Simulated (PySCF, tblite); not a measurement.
# C₅H₉F: magnetic properties

Aim: compute the magnetic properties of C₅H₉F (`C[C@@H]1C[C@@H]1CF`).

Computed with tblite 0.8.0 and PySCF 2.14.0 and routines of our own; the level stands in each step. Atoms count from 0.

## 1. The system as given

15 atoms, charge 0, multiplicity 1; geometry from: force field or distance geometry start.

## 2. Geometry optimisation with GFN2-xTB, one coordinate held

Job settings and geometry (Å):

```
{"job": {"kind": "relax", "xc": "GFN2-xTB", "basis": "xTB"}, "charge": 0, "multiplicity": 1}
C      1.553800    -0.746400    -0.135400
C      0.785200     0.546400    -0.161000
C      0.097200     1.024300     1.095000
C     -0.723300     0.603300    -0.115300
C     -1.574100    -0.628300    -0.043000
F     -1.040900    -1.473400     0.866900
H      1.146100    -1.454100     0.588500
H      1.523900    -1.204300    -1.120300
H      2.597500    -0.560400     0.124800
H      1.285300     1.280600    -0.764600
H      0.083200     0.394700     1.971600
H      0.124000     2.085300     1.318000
H     -1.212500     1.372900    -0.679800
H     -2.583200    -0.379200     0.271300
H     -1.626100    -1.151400    -1.001500
```

On the command line:

```console
$ OMP_NUM_THREADS=1 python excited_run.py task.json out
```

This one command runs all jobs of the session in turn.

Output:

```text
step      E/eV     max force
  0    -544.23621    0.994
  1    -544.26620    0.626
  2    -544.28077    0.451
  3    -544.29365    0.333
  4    -544.30116    0.224
  5    -544.30644    0.159
  6    -544.30842    0.127
  7    -544.30956    0.120
  8    -544.31045    0.123
  9    -544.31126    0.109
 10    -544.31188    0.101
 11    -544.31229    0.107
 12    -544.31257    0.119
 13    -544.31276    0.133
 14    -544.31288    0.140
 15    -544.31295    0.143
 16    -544.31299    0.149
 17    -544.31305    0.151
 18    -544.31310    0.146
 19    -544.31315    0.137
 20    -544.31319    0.130
 21    -544.31321    0.127
 22    -544.31324    0.127
 23    -544.31327    0.125
 24    -544.31329    0.124
 25    -544.31331    0.124
 26    -544.31333    0.122
 27    -544.31335    0.119
 28    -544.31336    0.118
 29    -544.31337    0.118
 30    -544.31339    0.118
```

Run time: 0.22 s. Hardware: 1 thread of Arm Neoverse V1, shared host.

One coordinate is held by a constraint (a dihedral, as typed in the start), so the force along it need not vanish.

Step by step:

| step | energy from step 0 (eV) | largest force (eV/Å) |
| --- | --- | --- |
| 0 | 0.0000 | 0.9938 |
| 1 | -0.0300 | 0.6261 |
| 2 | -0.0446 | 0.4514 |
| 3 | -0.0574 | 0.3326 |
| 4 | -0.0649 | 0.2245 |
| 5 | -0.0702 | 0.1595 |
| 6 | -0.0722 | 0.1274 |
| 7 | -0.0734 | 0.1204 |
| 8 | -0.0742 | 0.1226 |
| 9 | -0.0750 | 0.1094 |
| 10 | -0.0757 | 0.1014 |
| 11 | -0.0761 | 0.1069 |
| 12 | -0.0764 | 0.1186 |
| 13 | -0.0765 | 0.1329 |
| 14 | -0.0767 | 0.1404 |
| 15 | -0.0767 | 0.1432 |
| 16 | -0.0768 | 0.1493 |
| 17 | -0.0768 | 0.1510 |
| 18 | -0.0769 | 0.1458 |
| 19 | -0.0769 | 0.1370 |
| 20 | -0.0770 | 0.1303 |
| 21 | -0.0770 | 0.1270 |
| 22 | -0.0770 | 0.1266 |
| 23 | -0.0771 | 0.1250 |
| 24 | -0.0771 | 0.1243 |
| 25 | -0.0771 | 0.1237 |
| 26 | -0.0771 | 0.1220 |
| 27 | -0.0771 | 0.1191 |
| 28 | -0.0771 | 0.1178 |
| 29 | -0.0772 | 0.1177 |
| 30 | -0.0772 | 0.1178 |

Close pairs (by a distance rule), those that changed most:

| bond | before (Å) | after (Å) | change (Å) |
| --- | --- | --- | --- |
| C4–F5 | 1.351 | 1.372 | +0.021 |
| C2–C3 | 1.522 | 1.502 | -0.019 |
| C3–C4 | 1.499 | 1.512 | +0.013 |
| C3–H12 | 1.073 | 1.084 | +0.012 |
| C1–H9 | 1.074 | 1.085 | +0.011 |
| C4–H13 | 1.086 | 1.096 | +0.011 |
| C1–C2 | 1.510 | 1.500 | -0.010 |
| C0–H6 | 1.091 | 1.085 | -0.006 |

The final coordinates are the input of the step that follows.

## 3. Magnetic properties: GIAO B3LYP/pcSseg-1

Job settings and geometry (Å):

```
{"job": {"kind": "mag", "xc": "B3LYP", "basis": "pcSseg-1", "isotopologues": 0}, "charge": 0, "multiplicity": 1}
C      1.568478    -0.744818    -0.142643
C      0.800280     0.552219    -0.145000
C      0.095981     1.043065     1.084539
C     -0.703425     0.596246    -0.106378
C     -1.579170    -0.633499    -0.027335
F     -1.139502    -1.548707     0.895968
H      1.155456    -1.446802     0.574449
H      1.544867    -1.202516    -1.131016
H      2.608471    -0.558150     0.119765
H      1.261595     1.313135    -0.766341
H      0.092478     0.393209     1.946211
H      0.123488     2.093967     1.328346
H     -1.183646     1.365540    -0.700303
H     -2.595761    -0.355876     0.275159
H     -1.613304    -1.157428    -0.990873
```

Method: GIAO B3LYP/pcSseg-1 magnetisability, rotational g tensor and spin-rotation constants, non-relativistic, gas phase.

Output:

```text
coarse grid: 12096 points
cycle   1  E = -295.6143946681  dE =  6.613e-01  |g| = 5.654e-01  |ddm| = 3.280e+00
cycle   2  E = -295.5681182744  dE =  4.628e-02  |g| = 7.841e-01  |ddm| = 1.031e+00
cycle   3  E = -295.6788790055  dE = -1.108e-01  |g| = 7.058e-02  |ddm| = 6.258e-01
cycle   4  E = -295.6796202116  dE = -7.412e-04  |g| = 3.234e-02  |ddm| = 6.556e-02
cycle   5  E = -295.6798348571  dE = -2.146e-04  |g| = 5.558e-03  |ddm| = 2.888e-02
cycle   6  E = -295.6798405549  dE = -5.698e-06  |g| = 1.839e-03  |ddm| = 7.355e-03
final grid: 115992 points
cycle   7  E = -295.7323426384  dE = -3.791e-05  |g| = 7.625e-03  |ddm| = 2.357e-02
cycle   8  E = -295.7323313637  dE =  1.127e-05  |g| = 1.064e-02  |ddm| = 1.553e-02
cycle   9  E = -295.7323562708  dE = -2.491e-05  |g| = 7.767e-04  |ddm| = 8.924e-03
cycle  10  E = -295.7323563632  dE = -9.232e-08  |g| = 2.264e-04  |ddm| = 7.055e-04
cycle  11  E = -295.7323563712  dE = -8.027e-09  |g| = 5.312e-05  |ddm| = 2.186e-04
cycle  12  E = -295.7323563717  dE = -5.562e-10  |g| = 1.862e-05  |ddm| = 5.456e-05
converged SCF energy = -295.7323563717

Magnetisability tensor (1e-30 J/T^2)
    -1024.75       46.71       -5.56
       46.71    -1196.12       81.11
       -5.56       81.11    -1031.55
isotropic -1084.14   principal values   -1239.00  -1021.64   -991.78
isotropic susceptibility -65.288 1e-6 cm^3/mol

Inertial axes            a          b          c
rot. const./GHz      5.0058     3.0659     2.4387
chi total           -62.496    -71.063    -62.306
chi diamagnetic    -336.800   -473.340   -579.469
chi paramagnetic    274.304    402.277    517.163
quadrupole/D A       -0.642      0.079      0.563
g nuclear            0.6372     0.5864     0.5877
g electronic        -0.6451    -0.5794    -0.5925
g total             -0.0078     0.0069    -0.0048

Spin-rotation constants (kHz, H = +C I.J)
atom  isotope        aa         bb         cc
  5    19F        0.219      1.045      1.153
  6     1H       -0.200     -0.298     -0.153
  7     1H       -0.523     -0.265     -0.003
  8     1H       -0.011     -0.309     -0.213
  9     1H       -0.119     -0.313     -0.189
 10     1H       -0.486     -0.304     -0.043
 11     1H       -0.419     -0.089     -0.239
 12     1H       -0.550     -0.128     -0.154
 13     1H       -0.051     -0.063     -0.239
 14     1H       -0.462     -0.178      0.053
  0    13C*       0.791      0.398      0.359
  1    13C*       0.787      0.407      0.351
  2    13C*       0.632      0.298      0.427
  3    13C*       0.830      0.369      0.407
  4    13C*       1.423      0.727      0.550
* in the singly substituted isotopologue
```

Wall time 22 s (1 thread of Arm Neoverse V1, shared host); peak memory 0.74 GiB.

Key values:

| quantity | value |
| --- | --- |
| magnetisability | -1084·10⁻³⁰ J/T² |
| molar susceptibility | -65.3·10⁻⁶ cm³/mol |
| rotational g (a, b, c) | -0.0078, 0.0069, -0.0048 |

## 4. Results

```
                                            quantity                     value
       magnetisability (step 3, GIAO B3LYP/pcSseg-1)          -1084·10⁻³⁰ J/T²
  molar susceptibility (step 3, GIAO B3LYP/pcSseg-1)        -65.3·10⁻⁶ cm³/mol
rotational g (a, b, c) (step 3, GIAO B3LYP/pcSseg-1)  -0.0078, 0.0069, -0.0048
```

**Reading.** The values above hold for this geometry and these levels alone. Vibrational averaging and real surroundings are missing from these values.
